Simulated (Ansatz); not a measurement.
# CH₂O, singlet: from triple and quadruple zeta to the limit

```csv
atom,x (Å),y (Å),z (Å)
O,0.0000,0.0000,0.5979
C,0.0000,0.0000,-0.5975
H,0.0000,-0.9400,-1.1855
H,0.0000,0.9400,-1.1855
```

Connectivity, by distances: O–CH2.

Ansatz 0.2.0, RHF determinant, valence electrons correlated. Energies in eV.

```tsv
set	X	functions	Hartree–Fock	MP2 correlation	CCSD(T) correlation	time
def2-TZVPP	3	90	-3099.8574	-10.6914	-11.4230	1.2 s on 1 × NVIDIA H100 80GB HBM3 with 1 thread of AMD EPYC 7R13 Processor (Zen 3) (shared host)
def2-QZVPP	4	174	-3100.0059	-11.4797	-12.1444	1.6 s on 1 × NVIDIA H100 80GB HBM3 with 1 thread of AMD EPYC 7R13 Processor (Zen 3) (shared host)
```

Hartree–Fock is taken to follow E(X) = E∞ + A·exp(−7.88·√X), correlation E(X) = E∞ + B·X^−2.97.

Question: Work out the CCSD(T) energy at the limit, and how far the shortcut misses it that extrapolates MP2 and adds CCSD(T) minus MP2 from the smaller set.

Answer: Hartree–Fock: E∞ = E4 + 0.1377·(E4 − E3) = -3100.0263. Correlation: E∞ = E4 + 0.7407·(E4 − E3) = -12.6788 for CCSD(T) and -12.0635 for MP2. The limit is -3112.7052 eV, 0.555 eV below def2-QZVPP. The shortcut gives a correlation energy of -12.0635 + (-0.7315) = -12.7951, 116 meV lower than the direct value.
